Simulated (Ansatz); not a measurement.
**BSiH2 (quartet): wave-function methods side by side at distance Si1–B2 = 6.728 Å, 6-31G**

Aim: climb from Hartree-Fock through coupled cluster and multireference methods for BSiH2 (quartet) at one geometry and basis, and see what each rung misses.

Method: 6-31G, core rule «outside noble gas», up to 6 orbitals frozen; program: Ansatz 0.2.0, Gaussian basis.

To be run: UHF; CCSD(T) on ROHF; CCSD(T) on UHF; BCCD(T) on ROHF; CISD; CCSDT(Q) on ROHF; CCSDT(Q) on UHF; CCSDTQ on ROHF; CCSDTQ on UHF; CASSCF and MRCISD+Q, 5 electrons in 5 orbitals; CASSCF and NEVPT2, 5 electrons in 5 orbitals; CASSCF and MRCISD+Q, 9 electrons in 10 orbitals; CASSCF and NEVPT2, 9 electrons in 10 orbitals; Full CI.

## (1) What is computed

The geometry derives from a PBE0/def2-TZVP stationary point (not a proven minimum). One bond is set to the value named and the two fragments are kept rigid.

4 atoms, charge 0, spin multiplicity 4.

Atoms are counted from 1 here; the program's logs count them from 0.

Bond lengths: B2–H3 1.191 Å, B2–H4 1.191 Å. Angles: H3–B2–H4 129.2°.

## (2) UHF

The input, in.yaml:

```yaml
crystal:
  periodic: [false, false, false]
  atoms:
    - {symbol: Si, position_ang: [0.000000, 0.000000, 5.301525]}
    - {symbol: B, position_ang: [0.000000, 0.000000, -1.426475]}
    - {symbol: H, position_ang: [0.000000, -1.075954, -1.937525]}
    - {symbol: H, position_ang: [0.000000, 1.075954, -1.937525]}
basis:
  gaussian: {orbitals: 6-31G}
magnetization: {spin_polarized: true, initial_magnetization: 3}
hamiltonian: {xc: hf}
output: {orbitals: {seedname: orbitals}}
```

Command:

```
ansatz run in.yaml --threads 1 --pin off --events-out ev --progress --plain --max-ram 4096MiB --backend cpu
```

After this run come: CCSD(T) on ROHF; CCSD(T) on UHF; BCCD(T) on ROHF; CISD; CCSDT(Q) on ROHF; CCSDT(Q) on UHF; CCSDTQ on ROHF; CCSDTQ on UHF; CASSCF and MRCISD+Q, 5 electrons in 5 orbitals; CASSCF and NEVPT2, 5 electrons in 5 orbitals; CASSCF and MRCISD+Q, 9 electrons in 10 orbitals; CASSCF and NEVPT2, 9 electrons in 10 orbitals; Full CI.

Q: Predict the results of all the runs planned. Wanted: FCI from the RHF energy; RMP2 from FCI; UMP2 from FCI; RCCSD from FCI; RCCSD(T) from FCI; UCCSD(T) from FCI; RCCSDT(Q) from FCI; UCCSDT(Q) from FCI; MRCISD+Q pair from FCI.

**Answer**, as computed:

| quantity | value |
| --- | --- |
| FCI from the ROHF energy | -2.1206 eV |
| RMP2 from FCI | +63.7 kJ/mol |
| UMP2 from FCI | +63.3 kJ/mol |
| RCCSD from FCI | +2.7 kJ/mol |
| RCCSD(T) from FCI | +0.9 kJ/mol |
| UCCSD(T) from FCI | +0.8 kJ/mol |
| RCCSDT(Q) from FCI | 0.0 kJ/mol |
| UCCSDT(Q) from FCI | 0.0 kJ/mol |
| MRCISD+Q pair from FCI | -0.9 kJ/mol |
| NEVPT2 valence from FCI | +26.3 kJ/mol |
| MRCISD+Q valence from FCI | +0.2 kJ/mol |
| levels within 1 kcal/mol (43 meV) | RCCSD, UCCSD, RCCSD(T), UCCSD(T), BCCD(T), RCCSDT, UCCSDT, RCCSDT(Q), UCCSDT(Q), RCCSDTQ, UCCSDTQ, MRCISD+Q pair, MRCISD valence, MRCISD+Q valence |
| T1 diagnostic | 0.008 |
| effectively unpaired electrons | 3.03 |

**Reading.** RCCSD(T) lands +0.9 kJ/mol from the yardstick (0.4 % of the correlation energy). MRCISD+Q pair falls below full CI: the +Q correction isn't variational, and the cores differ from full CI's. One determinant dominates. Of the multireference levels listed MRCISD+Q valence comes nearest in total energy (+0.2 kJ/mol), which doesn't show that its space is the better one. These misses are within one basis, not against nature; the frozen cores of restricted and unrestricted runs differ, which can shift their rows.

Levels on UHF freeze UHF's core orbitals, full CI those of ROHF, so the U rows can settle a little off it for that reason alone.

With open shells the CI space here admits some triples and quadruples, so it is larger than plain CISD.
